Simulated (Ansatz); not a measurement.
# Trial structures and their relaxed properties

All numbers below come from DFT PBEsol, scalar-relativistic, plane waves, PAW (Ansatz 0.2.0). All cells share a 420 eV cutoff and Γ-centred k meshes spaced at most 0.3 Å⁻¹ (0.19 for metals, 2π included).

Each formula was placed on the sites of the named type and relaxed at zero pressure without lowering the symmetry. No run is spin-polarised. The smearing is 0.1 eV for metals and 0.01 to 0.02 eV otherwise. Energies over the elements count from the elements' standard structures at the same level, with no empirical corrections.

The k mesh leaves about 4 meV/atom of noise in metals. Spin–orbit coupling is left out.

```
formula started on type final group a or a / b (Å) c (Å) V (Å³/atom) E over elements (eV/atom) gap on mesh (eV)
     Os omega P6/mmm            4.28   2.70         14.3                       0.38              0.00
     Os indium (bct) Fm-3m            3.82   3.82         13.9                       0.15              0.00
     Os iodine Fm-3m            3.82   3.82         13.9                       0.14              0.00
     Os bcc Im-3m            3.06   3.06         14.4                       0.93              0.00
```